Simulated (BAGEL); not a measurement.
**C3HFO (SMILES O=c1cc1F) at HF/STO-3G (density fitting with qzvpp-jkfit)**

Aim: the vertical ionisation energy of C3HFO at HF/STO-3G (density fitting with qzvpp-jkfit), from 2 runs. 

The calculation is run with BAGEL 1.2.2.

## Step 1: The molecule

The species is C3HFO (6 atoms), meant as a singlet with charge 0. SMILES: `O=c1cc1F`. The shape is that of a GFN2-xTB optimisation.

Bond lengths: O1–C2 1.185 Å, C2–C3 1.446 Å, C2–C4 1.431 Å, C3–C4 1.345 Å, C4–F5 1.315 Å, C3–H6 1.068 Å. Angles: O1–C2–C3 152.4°, O1–C2–C4 151.8°, C3–C2–C4 55.7°, C2–C3–C4 61.6°, C2–C4–C3 62.7°, C2–C4–F5 154.9°, C3–C4–F5 142.4°, C2–C3–H6 152.4°, C4–C3–H6 146.0°.

## Step 2: A single-point energy at HF/STO-3G (density fitting with qzvpp-jkfit)

File input.json:

```json
{ "bagel": [

{
  "title": "molecule",
  "basis": "sto-3g",
  "df_basis": "qzvpp-jkfit",
  "angstrom": "true",
  "geometry": [
    { "atom": "O", "xyz": [      -0.186080,      -2.058000,      -0.090230 ] },
    { "atom": "C", "xyz": [      -0.070410,      -0.880460,      -0.022540 ] },
    { "atom": "C", "xyz": [       0.458040,       0.323180,       0.579520 ] },
    { "atom": "C", "xyz": [      -0.344340,       0.442990,      -0.492770 ] },
    { "atom": "F", "xyz": [      -0.893220,       1.333840,      -1.289410 ] },
    { "atom": "H", "xyz": [       1.036010,       0.838440,       1.315440 ] }
  ]
},

{
  "title": "hf"
},

{
  "title": "print",
  "file": "orbitals.molden",
  "orbitals": "true"
}

]}
```

Command:

```bash
$ BAGEL_NUM_THREADS=1 BAGEL input.json > input.out
```

The program printed:

```text
* using 1 threads per process

  ===============================================================
  ===============================================================

  *** Geometry ***

  { "atom" : "O", "xyz" : [     -0.351640,     -3.889056,     -0.170510 ] },
  { "atom" : "C", "xyz" : [     -0.133056,     -1.663828,     -0.042594 ] },
  { "atom" : "C", "xyz" : [      0.865570,      0.610722,      1.095134 ] },
  { "atom" : "C", "xyz" : [     -0.650708,      0.837130,     -0.931200 ] },
  { "atom" : "F", "xyz" : [     -1.687941,      2.520592,     -2.436632 ] },
  { "atom" : "H", "xyz" : [      1.957775,      1.584422,      2.485821 ] },

  Number of auxiliary basis functions:      397

  Since a DF basis is specified, we compute 2- and 3-index integrals:
    o Being stored without compression. Storage requirement is 0.002 GB

  Number of basis functions:       26
  Number of electrons      :       36

    * METHOD: MOLECULE                             0.09

  *** RHF ***

  === Nuclear Repulsion ===
   144.4924257452

      * DIIS with orbital gradients will be used.

  === RHF iteration (sto-3g) ===
      0       -284.33290836          0.02825727           0.01
      1       -284.43209927          0.02188211           0.01
      2       -284.51326910          0.00240334           0.01
      3       -284.51603748          0.00095264           0.01
      4       -284.51652235          0.00038658           0.01
      5       -284.51661023          0.00016598           0.01
      6       -284.51662172          0.00005558           0.01
      7       -284.51662344          0.00001423           0.01
      8       -284.51662353          0.00000451           0.01
      9       -284.51662354          0.00000131           0.01
     10       -284.51662354          0.00000045           0.01
     11       -284.51662354          0.00000022           0.01
     12       -284.51662354          0.00000008           0.01
     13       -284.51662354          0.00000003           0.01
     14       -284.51662354          0.00000001           0.01
    * SCF iteration converged.

    * Permanent dipole moment:
           (   -0.215241,    -0.938211,    -0.219351) a.u.

    * METHOD: HF                                   0.17

    * METHOD: PRINT                                0.00

  ===============================================================
```

Run time: 0.48 s. Hardware: 1 thread of Arm Neoverse V2, shared host; peak memory 0.081 GiB.

## Step 3: The doublet cation at the same level

File input.json:

```json
{ "bagel" : [

{
  "title" : "molecule",
  "basis" : "sto-3g",
  "df_basis" : "qzvpp-jkfit",
  "angstrom" : true,
  "geometry" : [
    { "atom" : "O", "xyz" : [      -0.186080,      -2.058000,      -0.090230 ] },
    { "atom" : "C", "xyz" : [      -0.070410,      -0.880460,      -0.022540 ] },
    { "atom" : "C", "xyz" : [       0.458040,       0.323180,       0.579520 ] },
    { "atom" : "C", "xyz" : [      -0.344340,       0.442990,      -0.492770 ] },
    { "atom" : "F", "xyz" : [      -0.893220,       1.333840,      -1.289410 ] },
    { "atom" : "H", "xyz" : [       1.036010,       0.838440,       1.315440 ] }
  ]
},

{ "title" : "uhf", "charge" : 1, "nopen" : 1 },

{ "title" : "print", "file" : "orbitals.molden", "orbitals" : true }

]}
```

Command:

```bash
$ BAGEL_NUM_THREADS=1 BAGEL input.json > input.out
```

The program printed:

```text
* using 1 threads per process

  ===============================================================
  ===============================================================

  *** Geometry ***

  { "atom" : "O", "xyz" : [     -0.351640,     -3.889056,     -0.170510 ] },
  { "atom" : "C", "xyz" : [     -0.133056,     -1.663828,     -0.042594 ] },
  { "atom" : "C", "xyz" : [      0.865570,      0.610722,      1.095134 ] },
  { "atom" : "C", "xyz" : [     -0.650708,      0.837130,     -0.931200 ] },
  { "atom" : "F", "xyz" : [     -1.687941,      2.520592,     -2.436632 ] },
  { "atom" : "H", "xyz" : [      1.957775,      1.584422,      2.485821 ] },

  Number of auxiliary basis functions:      397

  Since a DF basis is specified, we compute 2- and 3-index integrals:
    o Being stored without compression. Storage requirement is 0.002 GB

  Number of basis functions:       26
  Number of electrons      :       36

    * METHOD: MOLECULE                             0.09

  *** Open-shell HF ***

  === Nuclear Repulsion ===
   144.4924257452

      * DIIS with orbital gradients will be used.

  === UHF iteration (sto-3g) ===
      0       -284.01139849          0.06634431           0.02
      1       -284.12748346          0.05709080           0.02
      2       -284.21506484          0.03529540           0.02
      3       -284.27950703          0.00657090           0.02
      4       -284.29202598          0.00274776           0.02
      5       -284.29394478          0.00095912           0.02
      6       -284.29417820          0.00043563           0.02
      7       -284.29425304          0.00021671           0.02
      8       -284.29427937          0.00011931           0.02
      9       -284.29428635          0.00007559           0.02
     10       -284.29428965          0.00003777           0.02
     11       -284.29429030          0.00001835           0.02
     12       -284.29429043          0.00001326           0.02
     13       -284.29429051          0.00001171           0.02
     14       -284.29429059          0.00000995           0.02
     15       -284.29429070          0.00000645           0.02
     16       -284.29429075          0.00000367           0.02
     17       -284.29429077          0.00000215           0.02
     18       -284.29429078          0.00000124           0.02
     19       -284.29429078          0.00000073           0.02
     20       -284.29429078          0.00000042           0.02
     21       -284.29429078          0.00000024           0.02
     22       -284.29429078          0.00000016           0.02
     23       -284.29429078          0.00000014           0.02
     24       -284.29429078          0.00000011           0.02
     25       -284.29429078          0.00000010           0.02
     26       -284.29429078          0.00000007           0.02
     27       -284.29429078          0.00000005           0.02
     28       -284.29429078          0.00000003           0.02
     29       -284.29429078          0.00000002           0.02
     30       -284.29429078          0.00000001           0.02
    * SCF iteration converged.

    * S^2 (UHF) is 0.7790

    * Permanent dipole moment:
           (   -0.517553,     0.012761,    -0.693372) a.u.

    * METHOD: UHF                                  0.54

    * METHOD: PRINT                                0.00

  ===============================================================
```

It took 0.84 s on 1 thread of Arm Neoverse V2, shared host; peak memory 0.081 GiB.

## Step 4: What came out

Level: HF/STO-3G (density fitting with qzvpp-jkfit).

```
                                          quantity          value
                       singlet C3HFO: total energy  -284.51662 Eh
                      singlet C3HFO: dipole moment         2.51 D
                        singlet C3HFO: HOMO energy       -8.21 eV
                        singlet C3HFO: LUMO energy        7.35 eV
                      singlet C3HFO: HOMO–LUMO gap       15.56 eV
                      doublet cation: total energy  -284.29429 Eh
                              doublet cation: ⟨S²⟩          0.779
vertical ionisation energy (to the doublet cation)       6.050 eV
```

Removing an electron at fixed nuclei costs 6.05 eV (584 kJ/mol). The negative HOMO energy of the first species, 8.21 eV, lies 2.16 eV above that difference. In a minimal basis such a difference can be off by several eV, whatever the method.
